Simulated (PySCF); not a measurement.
**Potential energy of SiF⁻ along the bond**

Set-up: Si aug-cc-pV(D+d)Z, F aug-cc-pVDZ; no relativity (PySCF 2.14). Energies in eV from Si + F⁻ in their ground configurations at the same level. All curves are PBE0. state 1: ³Σ⁻ (triplet), unpaired electrons π ↑↑; state 2: Ms = 0 determinant of mixed spin (⟨S²⟩ near 1.0), unpaired electrons π ↑↓, a mixture of terms (⟨Lz²⟩ = 2.0), a second solution, started from another occupation.

```json
{"R (Å)": "1.488", "state 1": "-2.799", "state 2": "-2.597"}
{"R (Å)": "1.557", "state 1": "-3.225", "state 2": "-3.018"}
{"R (Å)": "1.626", "state 1": "-3.455", "state 2": "-3.243"}
{"R (Å)": "1.678", "state 1": "-3.534", "state 2": "-3.318"}
{"R (Å)": "1.730", "state 1": "-3.554", "state 2": "-3.336"}
{"R (Å)": "1.782", "state 1": "-3.531", "state 2": "-3.309"}
{"R (Å)": "1.851", "state 1": "-3.448", "state 2": "-3.223"}
{"R (Å)": "1.938", "state 1": "-3.292", "state 2": "-3.063"}
{"R (Å)": "2.041", "state 1": "-3.059", "state 2": "-2.825"}
{"R (Å)": "2.180", "state 1": "-2.720", "state 2": "-2.481"}
```

Problem. Put a parabola through the three lowest points of the state 1 curve and estimate Re, k and ωe (reduced mass 11.31 u; 1 eV/Å² = 0.16022 mdyn/Å; ωe = 1302.8·√(k/μ) cm⁻¹).

Solution. Through R = 1.678, 1.73, 1.782 Å the second-order coefficient is 7.95 eV/Å², so Re ≈ 1.728 Å, k ≈ 2.55 mdyn/Å and ωe ≈ 618 cm⁻¹. A polynomial fit of higher order to the unrounded PBE0 energies gives Re = 1.726 Å, k = 2.69 mdyn/Å, ωe = 635 cm⁻¹; anharmonicity and rounding make the difference.

The higher-order fit for each curve: state 1: Re = 1.726 Å, ωe = 635 cm⁻¹, De = 3.55 eV; state 2: Re = 1.722 Å, ωe = 639 cm⁻¹, minimum 3.34 eV below the ground-state fragments.

For an ion De counts to the pair picked by the measured ionisation energies or electron affinities, which need not be the lowest pair at this level. The highest Kohn–Sham level is positive in this anion. Much of that is self-interaction error, but it also means that the finite basis helps to hold the extra electron. The state is the lowest determinant that a PBE0 search found; another state may lie lower at other levels.
